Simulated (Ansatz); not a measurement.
Ansatz (an electronic-structure program) input:

Ansatz 0.2 input:
```yaml
crystal:
  periodic: [false, false, false]
  atoms:
    - {symbol: O, position_ang: [0.00087921, 0.00996717, 0.66372784]}
    - {symbol: C, position_ang: [-0.00069266, -0.00785239, -0.52290140]}
    - {symbol: H, position_ang: [0.00580988, 0.95150323, -1.10075038]}
    - {symbol: H, position_ang: [-0.00868758, -0.98412628, -1.07166392]}
basis:
  gaussian:
    orbitals: def2-TZVP
hamiltonian:
  xc: b3lyp
  dispersion: d3bj
total_charge: 1
magnetization: {spin_polarized: true, initial_magnetization: 1}
phonons: {temperatures: {t_min: 298.15, t_max: 298.15, t_step: 100}}
```

Question: What final total energy does it print?

Answer: -114.15740 Eh (B3LYP-D3(BJ)/def2-TZVP). The basis has 74 functions.
